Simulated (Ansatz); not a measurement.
System: litharge PbO. Method: PBEsol (plane waves, PAW; Ansatz, a program for electronic structure).

Numerical settings: plane-wave cutoff 560 eV, 10×10×8 k mesh (along the axes of the cell as run), perturbation theory, scalar-relativistic PAW data made under PBE.

Cell (relaxed at this level):

Space group P4/nmm, origin choice 1 (No. 129); a = 3.9872 Å, b = 3.9872 Å, c = 5.0884 Å, α = 90.00°, β = 90.00°, γ = 90.00°

```json
[
 {"atom": "Pb", "site": "2c", "symmetry": "4mm", "x": "0.0000", "y": "0.5000", "z": "0.2328"},
 {"atom": "O", "site": "2a", "symmetry": "-4m2", "x": "0.0000", "y": "0.0000", "z": "0.0000"}
]
```

Question: Estimate the high-frequency dielectric constant (mean over three axes) and dielectric constant ε0 (ions relaxed) (mean over three axes) that the calculation returns.

Answer: 
high-frequency dielectric constant (mean over three axes): 6.52
dielectric constant ε0 (ions relaxed) (mean over three axes): 15.8

Note: the cell comes from a level without a dispersion term, which matters for the spacing of layers, chains or molecules; the cell has widely spaced layers and the level no dispersion term, so their spacing and the moduli can rest on weak binding.

Spin–orbit coupling is not included; it can shift volumes and moduli of such heavy elements.

Cost on a shared machine: roughly 30 core-minutes.
